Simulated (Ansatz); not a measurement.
**Dichlorosilane (DCS) (SiH2Cl2): small, medium and large basis sets**

One table from this session's results is given with a row withheld; the runs are named, their logs left out.

Computed with Ansatz 0.2.0, Gaussian basis. Level: one geometry, several basis sets.

Levels to be run: PBE0-D4/def2-SVP; ωB97M-V/def2-SVP; PBE0-D4/def2-QZVPP; ωB97M-V/def2-QZVPP; the functionals' def2-TZVPP values are taken from earlier runs.

## The geometry

The geometry comes from an earlier relaxation with PBE0-D4 in a triple-zeta def2 set; it is a stationary point.

SMILES `Cl[SiH2]Cl`, 5 atoms, charge 0, spin multiplicity 1.

Atoms are counted from 1 here; the program's logs count them from 0.

Bond lengths: Cl1–Si2 2.040 Å, Si2–Cl3 2.040 Å, Si2–H4 1.476 Å, Si2–H5 1.476 Å. Angles: Cl1–Si2–Cl3 110.1°, Cl1–Si2–H4 108.5°, Cl1–Si2–H5 108.5°, Cl3–Si2–H4 108.5°, Cl3–Si2–H5 108.5°, H4–Si2–H5 112.7°.

Set-up of the first run:

The input, in.yaml:

```yaml
crystal:
  periodic: [false, false, false]
  atoms:
    - {symbol: Cl, position_ang: [-1.036141, -0.393379, 1.609253]}
    - {symbol: Si, position_ang: [0.136833, -0.071723, -0.028880]}
    - {symbol: Cl, position_ang: [-0.799179, 1.196836, -1.323993]}
    - {symbol: H, position_ang: [0.352023, -1.362178, -0.711208]}
    - {symbol: H, position_ang: [1.396463, 0.556643, 0.413428]}
basis:
  gaussian: {orbitals: def2-SVP}
hamiltonian: {xc: pbe0, dispersion: d4}
output: {orbitals: {seedname: orbitals}}
```

Among the steps run: PBE0-D4 in def2-SVP; ωB97M-V in def2-SVP; PBE0-D4 in def2-QZVPP; ωB97M-V in def2-QZVPP.

One table of the session follows, with a row left open; its other results are not shown here.

It belongs to the step «Functionals by basis». 

| functional | basis | HOMO (eV) | LUMO (eV) |
| --- | --- | --- | --- |
| PBE0-D4 | def2-SVP | -8.97 | 0.49 |
| PBE0-D4 | def2-TZVPP | -9.10 | 0.05 |
| PBE0-D4 | def2-QZVPP | -9.13 | -0.16 |
| ωB97M-V | def2-SVP | -11.15 | 2.51 |
| ωB97M-V | def2-TZVPP | -11.32 | 1.94 |
| ωB97M-V | def2-QZVPP | ? | ? |

Estimate the missing values for ωB97M-V, def2-QZVPP.

The run gave: HOMO (eV): -11.36; LUMO (eV): 1.49. In the column «HOMO (eV)» it is the lowest.
